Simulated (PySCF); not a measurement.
# One shape, several levels: triplet C5H8O

Aim: a comparison of 6 runs (U-wB97X/6-31G*, UB2PLYP/6-31G*, UBHLYP/6-31G*, UCAM-B3LYP/6-31G*, UM06-2X/6-31G*, USCS-MP2/6-31G*) of triplet C5H8O. Input form: a Python script.

Program for the calculation: PySCF 2.14.0.

2 further runs of the same task are left out: 2 set aside as unsound or not needed.

## 1. The structure to begin with

C5H8O: 14 atoms, total charge 0, spin state triplet. SMILES of the parent species: `C=CCC1CO1`. Geometry: relaxed at PBE0-D4/def2-TZVP. This is one conformer, not always the lowest. That shape belongs to the parent species and isn't relaxed for this state.

Bond lengths: C1–C2 1.326 Å, C2–C3 1.495 Å, C3–C4 1.498 Å, C4–C5 1.459 Å, C4–O6 1.419 Å, C5–O6 1.418 Å, C1–H7 1.084 Å, C1–H8 1.084 Å, C2–H9 1.088 Å, C3–H10 1.097 Å, C3–H11 1.097 Å, C4–H12 1.090 Å, C5–H13 1.088 Å, C5–H14 1.087 Å. Some angles: C1–C2–C3 126.2°, C2–C3–C4 114.8°, C3–C4–C5 121.8°, C3–C4–O6 116.3°, C5–C4–O6 59.0°, C4–C5–O6 59.1°, C4–O6–C5 61.9°, C1–C2–H9 118.7°, C3–C2–H9 115.1°, C2–C1–H7 122.2°.

## 2. A single-point energy at U-wB97X/6-31G(d) (spherical functions) (run 1)

mol.xyz

```xyz
14
C5H8O
C     -1.874200    -0.039900     0.649600
C     -0.766100     0.144200     1.354300
C      0.633800     0.000000     0.850300
C      0.746800    -0.535300    -0.544000
C      0.819900     0.347000    -1.703400
O      1.978800    -0.303000    -1.207900
H     -1.852400    -0.322500    -0.397200
H     -2.851000     0.090100     1.100100
H     -0.853200     0.430500     2.400100
H      1.193000    -0.655000     1.530400
H      1.144400     0.969700     0.895100
H      0.347100    -1.537100    -0.698000
H      0.788600     1.423300    -1.548400
H      0.470800     0.001800    -2.673400
```

run.py

```python
from pyscf import gto, dft

mol = gto.M(
    atom='mol.xyz',
    charge=0,
    verbose=3,
    max_memory=1860,
    basis='6-31g*',
    spin=2,
)

mf = dft.UKS(mol, xc='wb97x')
mf.grids.level = 5
mf.conv_tol = 1e-10
mf.kernel()
if not mf.converged:
    mf = mf.newton().run(mf.mo_coeff, mf.mo_occ)

e_final = mf.e_tot
print(f'total energy: {e_final:.8f} hartree')
```

On the command line:

```console
$ OMP_NUM_THREADS=1 python run.py
```

Standard output:

```text
WARN: HOMO -0.0051293633308287 >= LUMO -0.293769939534819

converged SCF energy = -270.255921670438  <S^2> = 2.0075849  2S+1 = 3.0050523
total energy: -270.25592167 hartree
```

Run time: 1.7 min. Hardware: 1 thread of Arm Neoverse V2, shared host; peak memory 0.55 GiB.

## 3. The energy at UB2PLYP/6-31G(d) (spherical functions) (run 2)

input.xyz

```xyz
14
C5H8O
C     -1.874200    -0.039900     0.649600
C     -0.766100     0.144200     1.354300
C      0.633800     0.000000     0.850300
C      0.746800    -0.535300    -0.544000
C      0.819900     0.347000    -1.703400
O      1.978800    -0.303000    -1.207900
H     -1.852400    -0.322500    -0.397200
H     -2.851000     0.090100     1.100100
H     -0.853200     0.430500     2.400100
H      1.193000    -0.655000     1.530400
H      1.144400     0.969700     0.895100
H      0.347100    -1.537100    -0.698000
H      0.788600     1.423300    -1.548400
H      0.470800     0.001800    -2.673400
```

job.py

```python
from pyscf import gto, dft, mp

mol = gto.Mole()
mol.atom = 'input.xyz'
mol.spin = 2
mol.basis = '6-31g*'
mol.charge = 0
mol.max_memory = 1860
mol.verbose = 3
mol.build()

calc0 = dft.UKS(mol)
calc0.xc = '0.53*HF + 0.47*B88, 0.73*LYP'
calc0.conv_tol = 1e-10
calc0.grids.level = 5
calc0.kernel()
if not calc0.converged:
    calc0 = calc0.newton().run(calc0.mo_coeff, calc0.mo_occ)

pt = mp.MP2(calc0, frozen=6).run()
e_final = calc0.e_tot + 0.27 * pt.e_corr
print('PT2 part  %.8f' % (0.27 * pt.e_corr))
print('E(%s) = %.9f' % ('B2PLYP', e_final))
```

On the command line:

```console
$ OMP_NUM_THREADS=1 python job.py
```

Standard output:

```text
WARN: HOMO -0.0116667824011385 >= LUMO -0.29024615385682

converged SCF energy = -269.757800702613  <S^2> = 2.01085  2S+1 = 3.0072246
E(UMP2) = -270.691583597152  E_corr = -0.933782894538883
E(SCS-UMP2) = -270.67274537764  E_corr = -0.914944675027429
PT2 part  -0.25212138
E(B2PLYP) = -270.009922084
```

Run time: 78 s. Hardware: 1 thread of Arm Neoverse V2, shared host; peak memory 0.55 GiB.

Runs 3 to 5 aren't shown in full; the table further down has their settings and results.

## 4. A single-point energy at USCS-MP2/6-31G(d) (spherical functions) (run 6)

job.py

```python
from pyscf import gto, scf, mp

mol = gto.Mole()
mol.atom = '''
C   -1.874200  -0.039900   0.649600
C   -0.766100   0.144200   1.354300
C    0.633800   0.000000   0.850300
C    0.746800  -0.535300  -0.544000
C    0.819900   0.347000  -1.703400
O    1.978800  -0.303000  -1.207900
H   -1.852400  -0.322500  -0.397200
H   -2.851000   0.090100   1.100100
H   -0.853200   0.430500   2.400100
H    1.193000  -0.655000   1.530400
H    1.144400   0.969700   0.895100
H    0.347100  -1.537100  -0.698000
H    0.788600   1.423300  -1.548400
H    0.470800   0.001800  -2.673400
'''
mol.basis = '6-31g*'
mol.spin = 2
mol.verbose = 3
mol.max_memory = 1860
mol.build()

calc0 = scf.UHF(mol)
calc0.conv_tol = 1e-10
calc0.kernel()
if not calc0.converged:
    calc0 = calc0.newton().run(calc0.mo_coeff, calc0.mo_occ)

pt = mp.MP2(calc0, frozen=6).run()
e_tot = calc0.e_tot + 1.2 * pt.e_corr_os + pt.e_corr_ss / 3
print('E(%s) = %.9f' % ('SCS-MP2', e_tot))
```

On the command line:

```console
$ OMP_NUM_THREADS=1 python job.py
```

Standard output:

```text
WARN: HOMO 0.0668962864684901 >= LUMO -0.261468628864895

converged SCF energy = -268.651916039369  <S^2> = 2.0214248  2S+1 = 3.0142494
E(UMP2) = -269.416015332476  E_corr = -0.764099293106903
E(SCS-UMP2) = -269.400798663877  E_corr = -0.748882624507981
E(SCS-MP2) = -269.400798664
```

It took 5.4 s on 1 thread of Arm Neoverse V2, shared host; peak memory 0.3 GiB.

## 5. All runs side by side

| run | level | frozen core orbitals | integration grid | energy (Eh) | dipole moment (D) of the reference | HOMO energy (eV) | LUMO energy (eV) | wall time |
| --- | --- | --- | --- | --- | --- | --- | --- | --- |
| 1 | U-wB97X/6-31G* (spherical functions) | – | 5 | -270.255922 | 1.82 | -5.15 | -1.57 | 1.7 min |
| 2 | UB2PLYP/6-31G* (spherical functions) | 6 | 5 | -270.009922 | 1.98 | -4.07 | -1.80 | 78 s |
| 3 | UBHLYP/6-31G* (spherical functions) | – | 5 | -270.166896 | 1.96 | -4.03 | -2.35 | 75 s |
| 4 | UCAM-B3LYP/6-31G* (spherical functions) | – | 5 | -270.179700 | 1.80 | -4.17 | -2.46 | 100 s |
| 5 | UM06-2X/6-31G* (spherical functions) | – | 5 | -270.195092 | 1.86 | -3.86 | -2.49 | 2.9 min |
| 6 | USCS-MP2/6-31G* (spherical functions) | 6 | – | -269.400799 | 2.27 | -6.31 | 1.57 | 5.4 s |

## 6. Results

```
                                                         quantity          value
                                              run 6: total energy  -269.40080 Eh
                      run 6: dipole moment (Hartree–Fock density)         2.27 D
run 6: HOMO energy (Hartree–Fock orbitals) (highest over α and β)       -6.31 eV
 run 6: LUMO energy (Hartree–Fock orbitals) (lowest over α and β)        1.57 eV
               run 6: correlation energy (6 core orbitals frozen)     -748.9 mEh
                         run 6: ⟨S²⟩ of the reference determinant          2.021
```

**Reading.** Over runs 1, 2, 3, 4, 5 the dipole moment (its size) runs from 1.80 D (UCAM-B3LYP/6-31G*) to 1.98 D (UB2PLYP/6-31G*). A double hybrid's value is that of its SCF part. Totals of different functionals can't be ranked against each other. All runs together took 8.9 min, the longest 2.9 min.
